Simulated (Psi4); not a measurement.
**Two attempts at P2H4 (diphosphine)**

Aim: the energy in a field of P2H4 (diphosphine) at QCISD/6-311G (dipole perturbation λ (added as +λ·μ, a field of −λ) (0, -0.005, 0) a.u.).

The results are computed with Psi4 1.11.

1 further run of the same task is left out (set aside as unsound or not needed).

## Step 1: The system as given

P2H4: 6 atoms, total charge 0, spin state singlet. SMILES: `PP`. The coordinates come from a PBE0-D4/def2-TZVP relaxation. This is one conformer, not always the lowest.

Bond lengths: P1–P2 2.227 Å, P1–H3 1.422 Å, P1–H4 1.422 Å, P2–H5 1.422 Å, P2–H6 1.422 Å. Angles: P1–P2–H5 93.6°, P1–P2–H6 93.6°, P2–P1–H3 93.6°, P2–P1–H4 93.6°, H5–P2–H6 92.0°, H3–P1–H4 92.0°.

## Step 2: The input as first written

Input file job.py:

```python
import psi4

psi4.set_memory('100 MB')
psi4.set_num_threads(1)
psi4.set_output_file('output.dat', False)

molecule = psi4.geometry("""
0 1
P      0.68993901    -1.98194476    -0.15552446
P     -0.69012798     1.98251168     0.14758761
H     -0.93919388    -2.87540727     1.78579119
H     -1.08111232    -2.63219952    -2.06906113
H      0.95015430     2.88107645    -1.78182276
H      1.07034088     2.62596342     2.07302956
units au
symmetry c1
no_reorient
no_com
""")

psi4.set_options({
    'reference': 'rhf',
    'scf_type': 'pk',
    'perturb_h': True,
    'perturb_with': 'dipole',
    'perturb_dipole': [0.0, -0.005, 0.0],
})

e_tot = psi4.energy('qcisd/6-311G')
print('E =', round(e_tot, 9))
```

On the command line:

```console
python job.py
```

stdout:

```text
psi4.driver.p4util.exceptions.ValidationError: set_memory(): Requested 95.4 MiB (1e+02 MB); minimum 250 MiB (263 MB). Please, sir, I want some more.
```

It took 0.64 s on 1 thread of INTEL XEON PLATINUM 8581C at 2.30GHz (Emerald Rapids), shared host; peak memory 0.13 GiB.

## Step 3: What went wrong

The input was rejected.

The log says `psi4.driver.p4util.exceptions.ValidationError: set_memory(): Requested 95.4 MiB`. The fault: too little memory is allowed.

## Step 4: Second attempt

Input file h4p2.py:

```python
import psi4

psi4.set_memory(1600000000)
psi4.set_num_threads(1)
psi4.core.set_output_file('output.dat', False)

geom = psi4.geometry("""
P      0.68993901    -1.98194476    -0.15552446
P     -0.69012798     1.98251168     0.14758761
H     -0.93919388    -2.87540727     1.78579119
H     -1.08111232    -2.63219952    -2.06906113
H      0.95015430     2.88107645    -1.78182276
H      1.07034088     2.62596342     2.07302956
units bohr
symmetry c1
no_reorient
no_com
""")

options = {'reference': 'rhf', 'scf_type': 'pk', 'perturb_h': True, 'perturb_with': 'dipole', 'perturb_dipole': [0.0, -0.005, 0.0]}
psi4.set_options(options)

E, wfn = psi4.energy("qcisd/6-311G", return_wfn=True)
print(f'total energy {E:.8f} hartree = {E * 27.211386:.5f} eV')
```

On the command line:

```console
python h4p2.py
```

output.dat:

```text
[...]
  Running in c1 symmetry.
[...]
  Nuclear repulsion =   88.619014240691257
[...]
  Multiplicity = 1
[...]
  Nalpha       = 17
  Nbeta        = 17
[...]
    Number of basis functions: 54
[...]
   @RHF iter   1:  -683.65359868509233   -3.02702e-01   5.92780e-03 DIIS/ADIIS
[...]
   @RHF iter  10:  -683.70060853452912   -4.88853e-12   4.89116e-09 DIIS
[...]
    Orbital Energies [Eh]
    ---------------------
    Doubly Occupied:
       1A    -79.975805     2A    -79.970173     3A     -7.523045
       4A     -7.517152     5A     -5.416000     6A     -5.415922
       7A     -5.413897     8A     -5.409900     9A     -5.409755
      10A     -5.407728    11A     -0.937886    12A     -0.802628
      13A     -0.562371    14A     -0.503098    15A     -0.465392
      16A     -0.452967    17A     -0.343955
[...]
  @RHF Final Energy:  -683.70060853452912
   => Energetics <=
    Nuclear Repulsion Energy =             88.6190142406912571
    One-Electron Energy =               -1121.5838977307189452
    Two-Electron Energy =                 349.2642749554984789
    Total Energy =                       -683.7006085345292377
[...]
 Multipole Moments:
 ------------------------------------------------------------------------------------
     Multipole            Electronic (a.u.)      Nuclear  (a.u.)        Total (a.u.)
 ------------------------------------------------------------------------------------
 L = 1.  Multiply by 2.5417464519 to convert [e a0] to [Debye]
 Dipole X            :         -0.0205348           -0.0026456           -0.0231804
 Dipole Y            :          0.3163678            0.0079369            0.3243047
 Dipole Z            :          0.1212997           -0.1111159            0.0101838
 Magnitude           :                                                    0.3252915
[...]
      * MP2 total energy:                   -684.066290582746
[...]
      * MP3 total energy:                   -684.088453163077
[...]
      * QCISD total energy:                 -684.099277290853
[...]
```

Standard output:

```text
total energy -684.09927729 hartree = -18615.28950 eV
```

Run time: 3 s. Hardware: 1 thread of INTEL XEON PLATINUM 8581C at 2.30GHz (Emerald Rapids), shared host; peak memory 0.25 GiB.

## Step 5: Summary of results

Level: QCISD/6-311G (dipole perturbation λ (added as +λ·μ, a field of −λ) (0, -0.005, 0) a.u.).

| quantity | value |
| --- | --- |
| total energy | -684.09928 Eh |
| HOMO–LUMO gap (Hartree–Fock orbitals) | 11.73 eV |
| correlation energy | -398.7 mEh |
| T1 diagnostic | 0.006 |
